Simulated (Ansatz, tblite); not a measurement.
Cost and result up the ladder for BH2(vinyl) (C2H5B) (8 atoms). Total charge 0; singlet. Geometry: r2SCAN-D4/def2-TZVP.

```xyz
8

B    -0.089   -0.737   -1.053
H    -0.741   -1.616   -1.535
H     0.842   -0.293   -1.661
C    -0.413   -0.156    0.331
C     0.333    0.829    0.856
H    -1.250   -0.524    0.925
H     1.180    1.232    0.306
H     0.137    1.266    1.832
```

Ansatz on 4 threads of Arm Neoverse V1 on a shared host; xTB runs through tblite on one thread. Times are rough, summed over both states, and most runs start from the orbitals of an earlier one. PBE0-D4/def2-TZVP serves as the yardstick here, not as an exact answer. The other state is a triplet.

The xTB rows come from tblite.

xTB has no spin-polarisation term.

```
              level  functions  vertical triplet (eV)  difference from PBE0-D4/def2-TZVP (eV)
           GFN2-xTB         17                   3.69                                    0.20
r2SCAN-D4/def2-TZVP        123                   3.38                                   -0.12
           GFN1-xTB         22                   3.92                                    0.43
  PBE0-D4/def2-TZVP        123                   3.50                                    0.00
   PBE-D4/def2-TZVP        123                   3.65                                    0.15
```

**Question.** Estimate how long each takes.

**Answer.** GFN2-xTB 0.005 s; GFN1-xTB 0.022 s; PBE-D4/def2-TZVP 1.9 s; PBE0-D4/def2-TZVP 2.6 s; r2SCAN-D4/def2-TZVP 3.5 s. On shared hardware such times vary by a factor of up to 3.
